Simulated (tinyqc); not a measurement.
CIS and TDHF on RHF in the sto-3g basis, for H2F+, spin multiplicity 1, step by step (part 1 of 2). Computed by tinyqc, a small Python program that keeps every step (integrals from PySCF). Settings: charge = 1, multiplicity = 1, basis = sto-3g, method = RHF, energy threshold = 1e-10, iteration cap = 87, orthogonalisation = symmetric, start = atomic densities, DIIS depth = 6, TDHF = 1. Command: `OMP_NUM_THREADS=1 python tinyqc.py 28737 28738 out.jsonl` (the two numbers bound the seeds that draw the settings). One thread of a shared host (Intel(R) Xeon(R) Processor @ 2.60GHz), about 0.09 s of CPU time with the checks. The early iterations of the SCF are left out here.

## One-electron integrals

Geometry (angstrom):
```
atom,x,y,z
F,0.000000,0.000000,0.000000
H,0.000000,0.883000,0.670000
H,0.000000,-0.888000,0.674000
```

Basis sto-3g: exponents (1/bohr^2) and contraction coefficients of normalised primitives:
```
element,l (shell),exponent,coefficient
F,s (1),166.679130,0.154329
F,s (1),30.360812,0.535328
F,s (1),8.216821,0.444635
F,s (2),6.464803,-0.099967
F,s (2),1.502281,0.399513
F,s (2),0.488588,0.700115
F,p (3),6.464803,0.155916
F,p (3),1.502281,0.607684
F,p (3),0.488588,0.391957
H,s (1),3.425251,0.154329
H,s (1),0.623914,0.535328
H,s (1),0.168855,0.444635
```

Overlap, kinetic and nuclear-attraction integrals over the contracted functions; the nuclear repulsion is the sum of Za Zb / Rab.

nuclear repulsion = 8.86763449 hartree

overlap S, lower triangle:
```
,1F 1s,1F 2s,1F 2px,1F 2py,1F 2pz,2H 1s,3H 1s
1F 1s,1.000000
1F 2s,0.237990,1.000000
1F 2px,0.000000,0.000000,1.000000
1F 2py,0.000000,0.000000,0.000000,1.000000
1F 2pz,0.000000,0.000000,0.000000,0.000000,1.000000
2H 1s,0.031282,0.331332,0.000000,0.222720,0.168995,1.000000
3H 1s,0.030807,0.327802,0.000000,-0.220813,0.167599,0.171627,1.000000
```

kinetic energy T (hartree), lower triangle:
```
,1F 1s,1F 2s,1F 2px,1F 2py,1F 2pz,2H 1s,3H 1s
1F 1s,36.984577
1F 2s,-0.212858,1.037995
1F 2px,0.000000,0.000000,3.248015
1F 2py,0.000000,0.000000,0.000000,3.248015
1F 2pz,0.000000,0.000000,0.000000,0.000000,3.248015
2H 1s,-0.007487,0.048379,0.000000,0.117092,0.088846,0.760032
3H 1s,-0.007548,0.046403,0.000000,-0.114339,0.086784,-0.005282,0.760032
```

nuclear attraction V (hartree), lower triangle:
```
,1F 1s,1F 2s,1F 2px,1F 2py,1F 2pz,2H 1s,3H 1s
1F 1s,-77.961672
1F 2s,-9.403397,-12.491728
1F 2px,0.000000,0.000000,-12.351095
1F 2py,-0.000095,-0.001115,0.000000,-12.441941
1F 2pz,-0.012389,-0.153105,0.000000,-0.000534,-12.403415
2H 1s,-1.267023,-3.061577,0.000000,-1.769658,-1.382141,-5.735649
3H 1s,-1.247646,-3.023824,0.000000,1.750080,-1.367569,-1.104019,-5.713612
```

core Hamiltonian H = T + V (hartree), lower triangle:
```
,1F 1s,1F 2s,1F 2px,1F 2py,1F 2pz,2H 1s,3H 1s
1F 1s,-40.977096
1F 2s,-9.616255,-11.453733
1F 2px,0.000000,0.000000,-9.103080
1F 2py,-0.000095,-0.001115,0.000000,-9.193927
1F 2pz,-0.012389,-0.153105,0.000000,-0.000534,-9.155400
2H 1s,-1.274510,-3.013198,0.000000,-1.652566,-1.293294,-4.975617
3H 1s,-1.255193,-2.977421,0.000000,1.635741,-1.280785,-1.109301,-4.953580
```

## Two-electron integrals

Functions are numbered as in S; the eight-fold symmetry (ij|kl) = (ji|kl) = (kl|ij) leaves the list below.

Two-electron integrals (ij|kl) in chemists' order, unique and non-zero (hartree):
```
i,j,k,l,(ij|kl)
1,1,1,1,5.403501
2,1,1,1,0.841920
2,1,2,1,0.156299
2,2,1,1,1.268028
2,2,2,1,0.292344
2,2,2,2,0.926167
3,1,3,1,0.027998
3,2,3,1,0.043169
3,2,3,2,0.204588
3,3,1,1,1.264502
3,3,2,1,0.292403
3,3,2,2,0.925959
3,3,3,3,0.997514
4,1,4,1,0.027998
4,2,4,1,0.043169
4,2,4,2,0.204588
4,3,4,3,0.053770
4,4,1,1,1.264502
4,4,2,1,0.292403
4,4,2,2,0.925959
4,4,3,3,0.889973
4,4,4,4,0.997514
5,1,5,1,0.027998
5,2,5,1,0.043169
5,2,5,2,0.204588
5,3,5,3,0.053770
5,4,5,4,0.053770
5,5,1,1,1.264502
5,5,2,1,0.292403
5,5,2,2,0.925959
5,5,3,3,0.889973
5,5,4,4,0.889973
5,5,5,5,0.997514
6,1,1,1,0.112097
6,1,2,1,0.020645
6,1,2,2,0.038403
6,1,3,3,0.038343
6,1,4,1,0.000671
6,1,4,2,0.001262
6,1,4,4,0.038460
6,1,5,1,0.000509
6,1,5,2,0.000958
6,1,5,4,0.000089
6,1,5,5,0.038411
6,1,6,1,0.002755
6,2,1,1,0.295889
6,2,2,1,0.069185
6,2,2,2,0.245962
6,2,3,3,0.242295
6,2,4,1,0.003759
6,2,4,2,0.029842
6,2,4,4,0.249123
6,2,5,1,0.002852
6,2,5,2,0.022643
6,2,5,4,0.005181
6,2,5,5,0.246226
6,2,6,1,0.009281
6,2,6,2,0.081724
6,3,3,1,0.007097
6,3,3,2,0.042603
6,3,4,3,0.006215
6,3,5,3,0.004716
6,3,6,3,0.011879
6,4,1,1,0.164429
6,4,2,1,0.038927
6,4,2,2,0.148133
6,4,3,3,0.141883
6,4,4,1,0.008941
6,4,4,2,0.059563
6,4,4,4,0.158216
6,4,5,1,0.001400
6,4,5,2,0.012868
6,4,5,4,0.007677
6,4,5,5,0.144130
6,4,6,1,0.005431
6,4,6,2,0.060422
6,4,6,4,0.056231
6,5,1,1,0.124765
6,5,2,1,0.029537
6,5,2,2,0.112400
6,5,3,3,0.107658
6,5,4,1,0.001400
6,5,4,2,0.012868
6,5,4,4,0.110619
6,5,5,1,0.008159
6,5,5,2,0.052367
6,5,5,4,0.008462
6,5,5,5,0.118795
6,5,6,1,0.004121
6,5,6,2,0.045847
6,5,6,4,0.033654
6,5,6,5,0.037414
6,6,1,1,0.467563
6,6,2,1,0.111105
6,6,2,2,0.456356
6,6,3,3,0.441330
6,6,4,1,0.007243
6,6,4,2,0.081798
6,6,4,4,0.469631
6,6,5,1,0.005496
6,6,5,2,0.062066
6,6,5,4,0.021474
6,6,5,5,0.457624
6,6,6,1,0.014982
6,6,6,2,0.198512
6,6,6,4,0.170793
6,6,6,5,0.129594
6,6,6,6,0.774606
7,1,1,1,0.110386
7,1,2,1,0.020330
7,1,2,2,0.037819
7,1,3,3,0.037761
7,1,4,1,-0.000660
7,1,4,2,-0.001242
7,1,4,4,0.037876
7,1,5,1,0.000501
7,1,5,2,0.000943
7,1,5,4,-0.000088
7,1,5,5,0.037827
7,1,6,1,0.002679
7,1,6,2,0.008902
7,1,6,4,0.004803
7,1,6,5,0.003956
7,1,6,6,0.014280
7,1,7,1,0.002671
7,2,1,1,0.292244
7,2,2,1,0.068336
7,2,2,2,0.243048
7,2,3,3,0.239419
7,2,4,1,-0.003712
7,2,4,2,-0.029505
7,2,4,4,0.246172
7,2,5,1,0.002817
7,2,5,2,0.022395
7,2,5,4,-0.005126
7,2,5,5,0.243310
7,2,6,1,0.008928
7,2,6,2,0.066025
7,2,6,4,0.033642
7,2,6,5,0.035955
7,2,6,6,0.130776
7,2,7,1,0.009027
7,2,7,2,0.079895
7,3,3,1,0.006999
7,3,3,2,0.042059
7,3,4,3,-0.006140
7,3,5,3,0.004660
7,3,6,3,0.009275
7,3,7,3,0.011596
7,4,1,1,-0.162661
7,4,2,1,-0.038510
7,4,2,2,-0.146609
7,4,3,3,-0.140430
7,4,4,1,0.008823
7,4,4,2,0.058848
7,4,4,4,-0.156573
7,4,5,1,-0.001385
7,4,5,2,-0.012743
7,4,5,4,0.007593
7,4,5,5,-0.142655
7,4,6,1,-0.004825
7,4,6,2,-0.033717
7,4,6,4,-0.008236
7,4,6,5,-0.018014
7,4,6,6,-0.061048
7,4,7,1,-0.005290
7,4,7,2,-0.059169
7,4,7,4,0.055105
7,5,1,1,0.123461
7,5,2,1,0.029229
7,5,2,2,0.111278
7,5,3,3,0.106587
7,5,4,1,-0.001385
7,5,4,2,-0.012743
7,5,4,4,0.109520
7,5,5,1,0.008050
7,5,5,2,0.051731
7,5,5,4,-0.008366
7,5,5,5,0.117597
7,5,6,1,0.003975
7,5,6,2,0.036004
7,5,6,4,0.018001
7,5,6,5,0.028659
7,5,6,6,0.078693
7,5,7,1,0.004015
7,5,7,2,0.044910
7,5,7,4,-0.033023
7,5,7,5,0.036661
7,6,1,1,0.099879
7,6,2,1,0.023613
7,6,2,2,0.092649
7,6,3,3,0.090772
7,6,4,1,-1.93e-06
7,6,4,2,-0.000025
7,6,4,4,0.092385
7,6,5,1,0.001487
7,6,5,2,0.014708
7,6,5,4,-0.000006
7,6,5,5,0.094692
7,6,6,1,0.003139
7,6,6,2,0.031538
7,6,6,4,0.020440
7,6,6,5,0.020236
7,6,6,6,0.085399
7,6,7,1,0.003092
7,6,7,2,0.031218
7,6,7,4,-0.020292
7,6,7,5,0.020066
7,6,7,6,0.015812
7,7,1,1,0.465123
7,7,2,1,0.110529
7,7,2,2,0.454223
7,7,3,3,0.439318
7,7,4,1,-0.007178
7,7,4,2,-0.081223
7,7,4,4,0.467386
7,7,5,1,0.005449
7,7,5,2,0.061649
7,7,5,4,-0.021304
7,7,5,5,0.455488
7,7,6,1,0.014425
7,7,6,2,0.131739
7,7,6,4,0.061394
7,7,6,5,0.079142
7,7,6,6,0.296480
7,7,7,1,0.014677
7,7,7,2,0.195779
7,7,7,4,-0.168750
7,7,7,5,0.128083
7,7,7,6,0.085399
7,7,7,7,0.774606
```

## Orthogonalisation

S = U s U^T; symmetric (Loewdin) form X = U s^(-1/2) U^T, so that X^T S X = 1.

eigenvalues of S: 0.514669  0.589086  0.897280  1.000000  1.097161  1.239332  1.662472

X, lower triangle:
```
,1F 1s,1F 2s,1F 2px,1F 2py,1F 2pz,2H 1s,3H 1s
1F 1s,1.023419
1F 2s,-0.133344,1.113205
1F 2px,0.000000,0.000000,1.000000
1F 2py,-0.000068,0.000746,0.000000,1.047211
1F 2pz,-0.004933,0.045385,0.000000,0.000330,1.022627
2H 1s,0.015893,-0.177758,0.000000,-0.138687,-0.088855,1.088228
3H 1s,0.015713,-0.174990,0.000000,0.137331,-0.087717,-0.066731,1.086349
```

## Iteration 9 (converged): orbitals

converged F (hartree), lower triangle:
```
,1F 1s,1F 2s,1F 2px,1F 2py,1F 2pz,2H 1s,3H 1s
1F 1s,-26.575713
1F 2s,-6.776749,-3.579981
1F 2px,0.000000,0.000000,-1.002544
1F 2py,-0.000127,-0.000893,0.000000,-0.901703
1F 2pz,-0.021227,-0.092871,0.000000,-0.000545,-0.938513
2H 1s,-0.906788,-0.984782,0.000000,-0.460559,-0.394400,-0.728771
3H 1s,-0.893117,-0.973594,0.000000,0.457129,-0.391797,-0.292308,-0.722822
```

Diagonalise F' = X^T F X, C = X C', fill 5 alpha and 5 beta electrons from the bottom; D = 2 C_occ C_occ^T. Each column has its largest component positive (the first on a tie).

F' = X^T F X (hartree), lower triangle:
```
,1,2,3,4,5,6,7
1,-26.099401
2,-3.430070,-2.274503
3,0.000000,0.000000,-1.002544
4,-0.000318,0.000778,0.000000,-0.740105
5,-0.040077,0.031945,0.000000,0.000403,-0.854638
6,-0.092587,-0.402028,0.000000,-0.373950,-0.273107,-0.385499
7,-0.089817,-0.396784,0.000000,0.371327,-0.270863,-0.066595,-0.386325
```

orbital energies (hartree): MO1 -26.585087, MO2 -1.990078, MO3 -1.097152, MO4 -1.028229, MO5 -1.002544, MO6 -0.077721, MO7 0.037796

coefficients C:
```
,MO1,MO2,MO3,MO4,MO5,MO6,MO7
1F 1s,0.994841,-0.252168,0.001110,0.062484,0.000000,0.092102,0.002619
1F 2s,0.021780,0.962062,-0.005729,-0.310221,0.000000,-0.546543,-0.016454
1F 2px,0.000000,0.000000,0.000000,0.000000,1.000000,0.000000,0.000000
1F 2py,0.000023,0.000794,0.757452,-0.008105,0.000000,0.016473,-0.748781
1F 2pz,0.001995,0.088709,0.008195,0.857492,0.000000,-0.565678,-0.014671
2H 1s,-0.003457,0.080359,0.345894,0.233864,0.000000,0.687825,0.770562
3H 1s,-0.003407,0.079303,-0.340965,0.240676,0.000000,0.722022,-0.735004
```

D after iteration 9, lower triangle:
```
,1F 1s,1F 2s,1F 2px,1F 2py,1F 2pz,2H 1s,3H 1s
1F 1s,2.114404
1F 2s,-0.480648,2.044614
1F 2px,0.000000,0.000000,2.000000
1F 2py,0.000313,-0.002120,0.000000,1.147601
1F 2pz,0.066406,-0.361343,0.000000,-0.001345,1.486465
2H 1s,-0.017414,0.005407,0.000000,0.520333,0.420986,0.361609
3H 1s,-0.017454,0.007022,0.000000,-0.520305,0.421224,-0.110535,0.360966
```

## Convergence

Stop when the energy changes by less than 1e-10 hartree and every element of the error matrix X^T (F D S - S D F) X is below 3e-06.

Course of the cycle:
```
iteration,E (hartree),change,largest element of the error matrix
1,-93.94033809,-,9.31e-01
2,-98.69307331,-4.75e+00,3.07e-01
3,-98.83076911,-1.38e-01,1.87e-02
4,-98.83139655,-6.27e-04,5.69e-03
5,-98.83142781,-3.13e-05,3.57e-04
6,-98.83142804,-2.26e-07,8.79e-05
7,-98.83142806,-1.64e-08,1.03e-05
8,-98.83142806,-1.50e-10,1.28e-07
9,-98.83142806,-1.42e-14,1.07e-08
```

PySCF RHF in the same basis = -98.83142806 hartree

Converged in 9 iterations.

## Integrals over molecular orbitals

(pq|rs) = sum C_ip C_jq C_kr C_ls (ij|kl), one index at a time.

one-electron integrals over orbitals h = C^T H C (hartree), lower triangle:
```
,1,2,3,4,5,6,7
1,-40.959546
2,0.695588,-9.570888
3,-0.002931,0.005801,-7.896038
4,-0.161715,0.377165,-0.007630,-8.466421
5,0.000000,0.000000,0.000000,0.000000,-9.103080
6,-0.244971,1.246948,-0.039747,1.589191,0.000000,-5.523449
7,-0.006956,0.035587,2.191854,0.013831,0.000000,0.000979,-5.820127
```

Two-electron integrals over orbitals (pq|rs), unique and non-zero (hartree):
```
p,q,r,s,(pq|rs)
1,1,1,1,5.363384
2,1,1,1,-0.507943
2,1,2,1,0.076251
2,2,1,1,1.210068
2,2,2,1,-0.020194
2,2,2,2,0.860535
3,1,1,1,0.002228
3,1,2,1,-0.000291
3,1,2,2,0.000227
3,1,3,1,0.017743
3,2,1,1,-0.001632
3,2,2,1,0.000135
3,2,2,2,0.000091
3,2,3,1,0.026041
3,2,3,2,0.153686
3,3,1,1,0.981949
3,3,2,1,-0.008498
3,3,2,2,0.750741
3,3,3,1,-0.000084
3,3,3,2,-0.000383
3,3,3,3,0.720732
4,1,1,1,0.124735
4,1,2,1,-0.016333
4,1,2,2,0.012360
4,1,3,1,0.000109
4,1,3,2,0.000007
4,1,3,3,0.004727
4,1,4,1,0.026791
4,2,1,1,-0.099521
4,2,2,1,0.007441
4,2,2,2,-0.008040
4,2,3,1,4.83e-06
4,2,3,2,0.000136
4,2,3,3,-0.009142
4,2,4,1,0.029156
4,2,4,2,0.159104
4,3,1,1,0.001607
4,3,2,1,-0.000063
4,3,2,2,0.000677
4,3,3,1,-0.003526
4,3,3,2,0.006895
4,3,3,3,0.000895
4,3,4,1,-0.000151
4,3,4,2,-0.000950
4,3,4,3,0.049920
4,4,1,1,1.124677
4,4,2,1,-0.013586
4,4,2,2,0.802269
4,4,3,1,0.000014
4,4,3,2,-0.001167
4,4,3,3,0.695960
4,4,4,1,-0.009456
4,4,4,2,-0.084595
4,4,4,3,0.000746
4,4,4,4,0.849005
5,1,5,1,0.029569
5,2,5,1,0.039339
5,2,5,2,0.183455
5,3,5,1,-0.000161
5,3,5,2,-0.000590
5,3,5,3,0.037866
5,4,5,1,-0.009020
5,4,5,2,-0.033350
5,4,5,3,0.000197
5,4,5,4,0.051802
5,5,1,1,1.264020
5,5,2,1,-0.014375
5,5,2,2,0.883308
5,5,3,1,0.000064
5,5,3,2,-0.000871
5,5,3,3,0.740034
5,5,4,1,0.003579
5,5,4,2,-0.054996
5,5,4,3,0.000932
5,5,4,4,0.815496
5,5,5,5,0.997514
6,1,1,1,0.185473
6,1,2,1,-0.029419
6,1,2,2,0.003614
6,1,3,1,0.000353
6,1,3,2,0.000311
6,1,3,3,0.001918
6,1,4,1,-0.006919
6,1,4,2,-0.019788
6,1,4,3,0.000059
6,1,4,4,0.012211
6,1,5,5,0.005219
6,1,6,1,0.018869
6,2,1,1,-0.261536
6,2,2,1,0.006530
6,2,2,2,-0.136596
6,2,3,1,0.000216
6,2,3,2,0.001358
6,2,3,3,-0.086228
6,2,4,1,-0.018007
6,2,4,2,-0.048253
6,2,4,3,-0.000386
6,2,4,4,-0.086736
6,2,5,5,-0.138539
6,2,6,1,0.006708
6,2,6,2,0.073238
6,3,1,1,0.007552
6,3,2,1,-0.000157
6,3,2,2,0.004025
6,3,3,1,-0.003866
6,3,3,2,0.019688
6,3,3,3,0.003710
6,3,4,1,0.000017
6,3,4,2,-0.001170
6,3,4,3,0.018437
6,3,4,4,0.002841
6,3,5,5,0.004312
6,3,6,1,0.000020
6,3,6,2,-0.001550
6,3,6,3,0.065113
6,4,1,1,-0.304136
6,4,2,1,0.004374
6,4,2,2,-0.162751
6,4,3,1,-0.000165
6,4,3,2,-0.001037
6,4,3,3,-0.098421
6,4,4,1,-0.004188
6,4,4,2,0.021311
6,4,4,3,-0.000856
6,4,4,4,-0.165958
6,4,5,5,-0.170213
6,4,6,1,0.000079
6,4,6,2,0.059189
6,4,6,3,-0.003379
6,4,6,4,0.092452
6,5,5,1,-0.012049
6,5,5,2,-0.047308
6,5,5,3,0.000568
6,5,5,4,-0.011072
6,5,6,5,0.024224
6,6,1,1,0.685206
6,6,2,1,-0.005472
6,6,2,2,0.561179
6,6,3,1,-0.000239
6,6,3,2,-0.003324
6,6,3,3,0.541940
6,6,4,1,0.014750
6,6,4,2,0.063776
6,6,4,3,-0.002705
6,6,4,4,0.532820
6,6,5,5,0.538667
6,6,6,1,-0.005581
6,6,6,2,-0.053654
6,6,6,3,-0.003642
6,6,6,4,-0.028862
6,6,6,6,0.538047
7,1,1,1,0.005286
7,1,2,1,-0.000853
7,1,2,2,0.000057
7,1,3,1,-0.016261
7,1,3,2,-0.023037
7,1,3,3,0.000193
7,1,4,1,0.000016
7,1,4,2,-0.000268
7,1,4,3,0.003310
7,1,4,4,0.000247
7,1,5,5,0.000145
7,1,6,1,0.000179
7,1,6,2,-0.000199
7,1,6,3,0.003205
7,1,6,4,0.000109
7,1,6,6,0.000231
7,1,7,1,0.014932
7,2,1,1,-0.007574
7,2,2,1,0.000179
7,2,2,2,-0.003955
7,2,3,1,-0.017557
7,2,3,2,-0.068987
7,2,3,3,-0.001750
7,2,4,1,-0.000265
7,2,4,2,-0.000292
7,2,4,3,0.022398
7,2,4,4,-0.003022
7,2,5,5,-0.003942
7,2,6,1,-0.000200
7,2,6,2,0.000681
7,2,6,3,0.024452
7,2,6,4,0.001621
7,2,6,6,-0.001749
7,2,7,1,0.015564
7,2,7,2,0.055681
7,3,1,1,-0.425068
7,3,2,1,0.008158
7,3,2,2,-0.215441
7,3,3,1,-0.000009
7,3,3,2,0.001948
7,3,3,3,-0.167245
7,3,4,1,0.001089
7,3,4,2,0.059344
7,3,4,3,0.000068
7,3,4,4,-0.192763
7,3,5,5,-0.235664
7,3,6,1,-0.004814
7,3,6,2,0.063960
7,3,6,3,-0.001033
7,3,6,4,0.100186
7,3,6,6,-0.017931
7,3,7,1,-0.000135
7,3,7,2,0.002331
7,3,7,3,0.164443
7,4,1,1,-0.002731
7,4,2,1,0.000025
7,4,2,2,-0.001335
7,4,3,1,0.007134
7,4,3,2,0.054790
7,4,3,3,-0.000633
7,4,4,1,-0.000213
7,4,4,2,-0.000704
7,4,4,3,-0.002660
7,4,4,4,-0.001713
7,4,5,5,-0.001451
7,4,6,1,0.000216
7,4,6,2,0.001094
7,4,6,3,0.045963
7,4,6,4,-0.000546
7,4,6,6,-0.003680
7,4,7,1,-0.006613
7,4,7,2,-0.009939
7,4,7,3,0.002287
7,4,7,4,0.052203
7,5,5,1,-0.000340
7,5,5,2,-0.001335
7,5,5,3,-0.025355
7,5,5,4,0.000028
7,5,6,5,0.000199
7,5,7,5,0.019025
7,6,1,1,-0.000272
7,6,2,1,0.000018
7,6,2,2,0.000401
7,6,3,1,0.008566
7,6,3,2,0.083860
7,6,3,3,0.000362
7,6,4,1,0.000218
7,6,4,2,0.000562
7,6,4,3,0.053345
7,6,4,4,-0.001177
7,6,5,5,-0.000063
7,6,6,1,1.90e-06
7,6,6,2,-0.000557
7,6,6,3,0.080608
7,6,6,4,-0.002713
7,6,6,6,-0.007283
7,6,7,1,-0.007894
7,6,7,2,0.006746
7,6,7,3,0.003160
7,6,7,4,0.065491
7,6,7,6,0.158357
7,7,1,1,0.755724
7,7,2,1,-0.006965
7,7,2,2,0.590445
7,7,3,1,0.000508
7,7,3,2,0.004326
7,7,3,3,0.592183
7,7,4,1,0.003286
7,7,4,2,0.010448
7,7,4,3,0.002314
7,7,4,4,0.566563
7,7,5,5,0.577189
7,7,6,1,0.001554
7,7,6,2,-0.039651
7,7,6,3,0.004998
7,7,6,4,-0.029301
7,7,6,6,0.528526
7,7,7,1,-0.000377
7,7,7,2,-0.000910
7,7,7,3,-0.058808
7,7,7,4,0.003105
7,7,7,6,0.007039
7,7,7,7,0.559616
```

## CIS matrix, singlets

A(ia,jb) = (e_a - e_i) d_ij d_ab + 2 (ia|jb) - (ij|ab).

CIS matrix A, singlet (hartree), lower triangle:
```
,1>6,1>7,2>6,2>7,3>6,3>7,4>6,4>7,5>6,5>7
1>6,25.859897
1>7,0.000630,25.897023
2>6,0.018887,-0.000417,1.497653
2>7,-0.000419,0.038093,0.000961,1.548791
3>6,0.000280,-0.002156,0.000224,-0.034955,0.607717
3>7,-0.018193,-0.000778,0.044060,0.000337,-0.002429,0.871651
4>6,-0.014593,-0.000001,0.054602,0.002680,-0.004053,0.147028,0.602592
4>7,0.000214,-0.016512,0.001625,-0.030325,0.038580,0.002260,0.000086,0.603868
5>6,0.000000,0.000000,0.000000,0.000000,0.000000,0.000000,0.000000,0.000000,0.434605
5>7,0.000000,0.000000,0.000000,0.000000,0.000000,0.000000,0.000000,0.000000,0.000461,0.501201
```

## CIS singlet states

dipole integrals <i|r|a> (bohr):
```
,x,y,z
1>6,0.000000,0.000917,-0.031567
1>7,0.000000,-0.040747,-0.000798
2>6,0.000000,-0.000322,0.040983
2>7,0.000000,0.064554,0.001877
3>6,0.000000,0.829812,-0.010858
3>7,0.000000,0.025168,0.612241
4>6,0.000000,-0.025267,0.495330
4>7,0.000000,0.651851,0.004732
5>6,-0.021612,0.000000,0.000000
5>7,-0.000488,0.000000,0.000000
```

Diagonalise A (1 hartree = 27.211386 eV); each vector has its largest component positive (the first on a tie). The transition dipole is mu = sqrt2 sum c_ia <i|r|a>.

singlet excitation energies (eV): 11.826107  13.638467  14.602331  15.433227  17.472688  25.296398  40.967181  42.208323  703.684351  704.696116

lowest vectors:
```
,state 1,state 2,state 3,state 4,state 5,state 6
1>6,0.000000,0.000000,0.000267,0.000003,-0.000014,0.000979
1>7,0.000000,0.000000,-0.000016,0.000416,0.000436,0.000033
2>6,0.000000,0.000000,-0.033826,-0.001793,-0.000996,-0.108605
2>7,0.000000,0.000000,-0.001093,-0.002260,0.050938,-0.002418
3>6,0.000000,0.000000,0.045657,-0.688684,0.722519,-0.011068
3>7,0.000000,0.000000,-0.397071,-0.026768,0.013642,0.913229
4>6,0.000000,0.000000,0.915924,0.033479,-0.019774,0.392512
4>7,0.000000,0.000000,-0.013696,0.723788,0.689052,0.004811
5>6,0.999976,0.006929,0.000000,0.000000,0.000000,0.000000
5>7,-0.006929,0.999976,0.000000,0.000000,0.000000,0.000000
```

oscillator strengths 2/3 w |mu|^2: 0.000271  0.000000  0.031154  0.007861  0.949023  0.695783

## TDHF (RPA) singlet states

B(ia,jb) = 2 (ia|jb) - (ib|ja); the squared energies are the eigenvalues of (A - B)(A + B); 1 hartree = 27.211386 eV.

TDHF matrix B, singlet (hartree), lower triangle:
```
,1>6,1>7,2>6,2>7,3>6,3>7,4>6,4>7,5>6,5>7
1>6,0.018869
1>7,0.000179,0.014932
2>6,0.006708,-0.000198,0.073238
2>7,-0.000201,0.015564,0.000681,0.055681
3>6,0.000020,0.011223,-0.001550,-0.015055,0.065113
3>7,-0.012832,-0.000135,0.103468,0.002331,-0.001033,0.164443
4>6,0.000079,0.000001,0.059189,0.002148,-0.003379,0.154410,0.092452
4>7,0.000324,-0.006613,0.000566,-0.009939,-0.008261,0.002287,-0.000546,0.052203
5>6,0.000000,0.000000,0.000000,0.000000,0.000000,0.000000,0.000000,0.000000,0.024224
5>7,0.000000,0.000000,0.000000,0.000000,0.000000,0.000000,0.000000,0.000000,0.000199,0.019025
```

squared energies w^2 (hartree^2): 0.188292  0.250844  0.283170  0.317177  0.409679  0.784927  2.233601  2.402157  668.734848  670.659008

TDHF energies from the positive w^2 (eV): 11.807725  13.628634  14.480199  15.325038  17.416967  24.108233  40.668061  42.174640  703.683948  704.695581

## CIS matrix, triplets

A(ia,jb) = (e_a - e_i) d_ij d_ab - (ij|ab).

CIS matrix A, triplet (hartree), lower triangle:
```
,1>6,1>7,2>6,2>7,3>6,3>7,4>6,4>7,5>6,5>7
1>6,25.822159
1>7,0.000272,25.867159
2>6,0.005472,-0.000018,1.351177
2>7,-0.000018,0.006965,-0.000401,1.437429
3>6,0.000239,-0.008566,0.003324,-0.083860,0.477491
3>7,-0.008566,-0.000508,-0.083860,-0.004326,-0.000362,0.542765
4>6,-0.014750,-0.000218,-0.063776,-0.000562,0.002705,-0.053345,0.417688
4>7,-0.000218,-0.003286,-0.000562,-0.010448,-0.053345,-0.002314,0.001177,0.499461
5>6,0.000000,0.000000,0.000000,0.000000,0.000000,0.000000,0.000000,0.000000,0.386156
5>7,0.000000,0.000000,0.000000,0.000000,0.000000,0.000000,0.000000,0.000000,0.000063,0.463152
```
